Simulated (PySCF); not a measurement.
# H3O2: the cost of one run

Programs: PySCF 2.14.0. All values are calculated, for the isolated system unless a continuum is named. Atoms count from 0, parts from 1.

## Step 1: Starting point

5 atoms, charge -1, multiplicity 1; geometry: GFN2-xTB. Parts: 1 = atoms 0–1, `[OH-]`, charge -1; 2 = atoms 2–4, `O`, charge 0. In the given geometry H4 is shared between O2 (1.26 Å) and O0 (1.26 Å), so values for the parts refer to these atom groups.

## Step 2: Optimising the geometry at PBE0-D3(BJ)/def2-TZVPD

The job: settings as JSON, then the geometry in Å.

```
{"job": {"xc": "PBE0", "basis": "def2-TZVPD", "d3": "d3bj", "grid": 3, "kind": "geom", "shake": 0.01}, "charge": -1, "multiplicity": 1, "parts": [{"atoms": "0-1", "charge": -1, "multiplicity": 1}, {"atoms": "2-4", "charge": 0, "multiplicity": 1}]}
O     -0.195776    -0.355883     0.297527
H     -0.265247     0.530660    -0.121594
O     -2.628276    -0.657940     0.848103
H     -2.542253    -1.538962     1.221456
H     -1.413943    -0.499542     0.566907
```

On the command line:

```sh
$ OMP_NUM_THREADS=1 python cluster_run.py task.json out
```

This one command runs all jobs of the session in turn.

**Question.** How long does this first job take on 1 thread of Intel Xeon, shared host, and how much memory does it need?

About 51 s, with a peak of 0.46 GiB.
